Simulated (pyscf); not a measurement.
Optimised with ωB97X-D3(BJ)/def2-SVP in PySCF. Correlated levels are frozen-core, on RHF or UHF. ΔMP2 is the change of the MP2 total energy from the triple- to the quadruple-zeta basis.

### Question
Estimate by transition-state theory (the high-pressure limit) the rate constant of `[GaH]=[AsH]` + `[OH2]` -> `[OH][GaH][AsH2]` (singlet surface; H–O broken, As–H, Ga–O formed) at 600 K, with CCSD(T)/def2-TZVPP + ΔMP2(QZVPP) energies (ideal gas, 1 atm, RRHO with modes under 100 cm⁻¹ raised to 100, one conformer, R ln 2 for rigid chiral ones; no tunnelling).

### Answer
The electronic barrier is 2.2 kcal/mol and the thermal terms add +17.6, so ΔG‡ = 19.8 kcal/mol. With k_BT/h = 1.25e+13 s⁻¹ and RT = 1.192 kcal/mol, and a volume of 8.18e-20 cm³ per molecule at 1 atm, k = 6.3e-14 cm³ molecule⁻¹ s⁻¹. The product is born with the 39 kcal/mol of the reverse barrier and needs collisions to keep. Wigner's tunnelling factor for 1327i cm⁻¹ would be 1.42, likely too low at so high a frequency. A shift of 1 kcal/mol in the barrier changes k by a factor 2.3. On the reactant side the descent ends in an adduct with a Ga–O contact, 14.6 kcal/mol under the separated species and 13.5 kcal/mol under the saddle at ωB97X-D3(BJ)/def2-TZVP. What is counted as formed (Ga–O) is already present as a longer contact in the reactant adduct; forming that adduct is a step of its own. At ωB97X-D3(BJ) the barrier from the zero used here is -1.1 kcal/mol. HGa=AsH lies 12.3 kcal/mol over its isomer Ga–AsH₂ [singlet], and others may lie lower still (electronic energy, ωB97M-D3(BJ)). One saddle was located; it need not be the lowest between these sides. The CCSD(T) − MP2 part came from Ansatz, without density fitting, on the same reference. The frozen core leaves the outer d or s,p core shells of the metals and heavy elements correlated in the MP2 and CC values, and def2-TZVPP describes them poorly, which can shift differences by a few kcal/mol. Elements up to Kr have no core potential and no relativistic terms here.
